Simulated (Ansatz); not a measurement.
Start from `CS[SiH]` and change one atom or group to get `BSC`.

Ansatz, PBE0-D4/def2-TZVP geometries, multiplicity 1. 

```json
{"property": "HOMO energy (PBE/def2-TZVPP) / eV", "`CS[SiH]`": "-5.63"}
{"property": "LUMO energy (ωB97M-V/def2-TZVPP) / eV", "`CS[SiH]`": "-0.30"}
{"property": "HOMO energy (PBE0/def2-TZVPP) / eV", "`CS[SiH]`": "-6.68"}
{"property": "zero-point energy (PBE0-D4/def2-TZVP) / kJ/mol", "`CS[SiH]`": "122.4"}
{"property": "size of the dipole moment (B3LYP/def2-TZVPP) / D", "`CS[SiH]`": "1.47"}
{"property": "LUMO energy (B3LYP/def2-TZVPP) / eV", "`CS[SiH]`": "-2.41"}
```

(1) Give the same properties after the change, and the shifts. (Best estimate.)

Results:

(1) Computed: 
| property | `BSC` | shift |
| --- | --- | --- |
| HOMO energy (PBE/def2-TZVPP) / eV | -6.74 | -1.11 |
| LUMO energy (ωB97M-V/def2-TZVPP) / eV | 0.88 | 1.18 |
| HOMO energy (PBE0/def2-TZVPP) / eV | -7.85 | -1.17 |
| zero-point energy (PBE0-D4/def2-TZVP) / kJ/mol | 157.1 | 34.7 |
| size of the dipole moment (B3LYP/def2-TZVPP) / D | 1.73 | 0.26 |
| LUMO energy (B3LYP/def2-TZVPP) / eV | -1.25 | 1.16 |

With PBE0 the HOMO falls by 1.17 eV and the LUMO rises by 1.21 eV, so the gap widens by about 2.38 eV. PBE moves the HOMO by -1.11 eV and ωB97M-V by -1.30 eV. The zero-point energy changes by 34.7 kJ/mol with +3 modes. Dipoles are sizes alone; their direction can turn.

B3LYP here is the variant with VWN-RPA as its local correlation; programs differ in this.
